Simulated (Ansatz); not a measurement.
## How far each method lies from full CI for BH, triplet

Geometry: that of the BH, singlet, kept fixed. The singlet lies 1.3 eV lower here.

```xyz
2

B     0.0000    0.0000    0.0000
H     0.0000    0.0000    1.2410
```

Basis cc-pVQZ; Ansatz 0.2.0. Correlated methods freeze the noble-gas cores, which leaves 4 electrons in 84 orbitals. Prefix R: restricted or restricted open-shell reference; prefix U: unrestricted. Active spaces: valence = (4e, 5o) chosen from the atoms' valence shells.

Full CI is exact within this basis and frozen core; it isn't the basis-set limit. The frozen core follows each run's orbitals, which can shift R against U totals by a few meV.

- UHF ⟨S²⟩: 2.003
- T1 diagnostic (RCCSD): 0.0250
- largest doubles amplitude (RCCSD): 0.044
- T1 diagnostic (UCCSD): 0.0204

```tsv
level	E − E(full CI) (kcal/mol)	share of correlation (%)	wall time
RHF	44.47	0.00	–
UHF	43.66	1.83	–
RMP2	9.86	77.83	–
UMP2	9.78	78.02	–
RCCSD	1.32	97.04	–
UCCSD	1.28	97.11	–
RCCSD(T)	0.29	99.36	4.2 s
UCCSD(T)	0.27	99.40	3 s
BCCD(T)	0.28	99.37	3.2 s
RCCSDT	0.01	99.98	–
UCCSDT	-0.01	100.01	–
RCCSDT(Q)	0.00	100.00	65 s
UCCSDT(Q)	-0.02	100.04	63 s
CASSCF (valence space)	29.43	33.82	–
NEVPT2 (valence space)	8.60	80.67	1.8 s
MRCISD (valence space)	1.59	96.44	–
MRCISD+Q (valence space)	0.87	98.04	3.1 s
```

The correlation energy at full CI, counted from RHF, is -1.929 eV. That run took 53 s on 1 thread of Arm Neoverse V1, shared host over 3,037,760 determinants.

Times hold each run's SCF and search for its determinant on a shared host, so for small cases they say little of a method's own cost; they ran on 1 thread of Arm Neoverse V1.

The full-CI state has the irrep B1 of C2v, in the program's axes (one component, if the state is degenerate).

Natural occupations of full CI about the gap: 1.943 0.990 0.988 0.020 0.020 0.007 0.007 0.006 0.004 0.004; effectively unpaired electrons, Σ n²(2−n)², 2.02.
